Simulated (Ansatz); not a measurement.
# BNHO (sextet): the correlation ladder, cc-pVDZ

Aim: climb from Hartree-Fock through coupled cluster for BNHO (sextet) at one geometry and basis, and see what each rung misses.

The runs use Ansatz 0.2.0, Gaussian basis; cc-pVDZ, core rule «outside noble gas», up to 3 orbitals frozen.

The runs, in order: UHF; CCSD(T) on ROHF; CCSD(T) on UHF; BCCD(T) on ROHF; CISD as a restricted active space (open shells left free, so some higher excitations enter); CCSDT(Q) on ROHF; CCSDT(Q) on UHF.

31 further runs of the same task are left out: 6 for a known fault of the program, 12 that didn't finish, 13 set aside as unsound or not needed. Runs told in other sessions of the task aren't counted.

## (1) The geometry

The geometry is a PBE0/def2-TZVP stationary point (not a proven minimum) of the parent state, kept for this charge and spin.

4 atoms, charge 0, spin multiplicity 6.

Atoms are counted from 1 here; the program's logs count them from 0.

Bond lengths: B1–O2 1.297 Å, B1–N3 1.456 Å, N3–H4 1.024 Å. Angles: O2–B1–N3 104.2°, B1–N3–H4 125.7°.

## (2) UHF

File in.yaml:

```yaml
crystal:
  periodic: [false, false, false]
  atoms:
    - {symbol: B, position_ang: [0.000000, -0.641441, 0.112037]}
    - {symbol: O, position_ang: [0.000000, 0.293033, 1.012076]}
    - {symbol: N, position_ang: [0.000000, 0.081208, -1.152009]}
    - {symbol: H, position_ang: [0.000000, 1.100079, -1.258002]}
basis:
  gaussian: {orbitals: cc-pVDZ}
magnetization: {spin_polarized: true, initial_magnetization: 5}
hamiltonian: {xc: hf}
output: {orbitals: {seedname: orbitals}}
```

Started as:

```bash
ansatz run in.yaml --threads 1 --pin off --events-out ev --progress --plain --max-ram 2393MiB
```

Further steps of the session: CCSD(T) on ROHF; CCSD(T) on UHF; BCCD(T) on ROHF; CISD as a restricted active space (open shells left free, so some higher excitations enter); CCSDT(Q) on ROHF; CCSDT(Q) on UHF.

**Question.** What will the summary of the whole plan be? Wanted: UCCSDT(Q) from the RHF energy; RMP2 from UCCSDT(Q); UMP2 from UCCSDT(Q); RCCSD from UCCSDT(Q); RCCSD(T) from UCCSDT(Q); UCCSD(T) from UCCSDT(Q); RCCSDT(Q) from UCCSDT(Q); T1 diagnostic.

As calculated:

| quantity | value |
| --- | --- |
| UCCSDT(Q) from the ROHF energy | -9.4014 eV |
| RMP2 from UCCSDT(Q) | +1334.1 meV |
| UMP2 from UCCSDT(Q) | +1304.0 meV |
| RCCSD from UCCSDT(Q) | +254.4 meV |
| RCCSD(T) from UCCSDT(Q) | +50.4 meV |
| UCCSD(T) from UCCSDT(Q) | +48.1 meV |
| RCCSDT(Q) from UCCSDT(Q) | +4.8 meV |
| levels within 1 kcal/mol (43 meV) | RCCSDT, UCCSDT, RCCSDT(Q) |
| T1 diagnostic | 0.040 |

**Reading.** RCCSD(T) misses by +50.4 meV, 0.5 % of the correlation energy. These misses are within one basis, not against nature; the frozen cores of restricted and unrestricted runs differ, which can shift their rows.

With open shells the CI space here admits some higher excitations, so it is larger than plain CISD.
